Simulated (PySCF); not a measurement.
Magnesium: a sound run and one with changed settings

Sound run: Mg [Ne] 3s2, Mg⁺ [Ne] 3s1. Calculation: PySCF 2.14, in cc-pVDZ; no relativity, point nucleus. The sound run starts from symmetry-adapted Hartree-Fock orbitals and uses a fine grid where one is needed.

Changed run: radial step 1.2 in ln r (0.13 in the sound run). This setting is unsound on purpose.

```
species  method  sound run (hartree)  changed run (hartree)  converged
     Mg     UHF           -199.60830             -199.60830        yes
     Mg   B3LYP           -200.09116             -200.01875        yes
     Mg   M06-L           -200.05288             -200.08910        yes
    Mg⁺     UHF           -199.36487             -199.36487        yes
    Mg⁺   B3LYP           -199.80600             -199.71335        yes
    Mg⁺   M06-L           -199.77590             -199.76297        yes
```

Ionisation energy of Mg:

| method | sound run (eV) | changed run (eV) |
| --- | --- | --- |
| UHF | 6.624 | 6.624 |
| B3LYP | 7.760 | 8.311 |
| M06-L | 7.537 | 8.875 |

A coarse radial grid mis-integrates the density and the exchange-correlation energy, with errors of either sign; Hartree-Fock needs no grid.

For comparison, NIST gives 7.646 eV between the lowest levels.
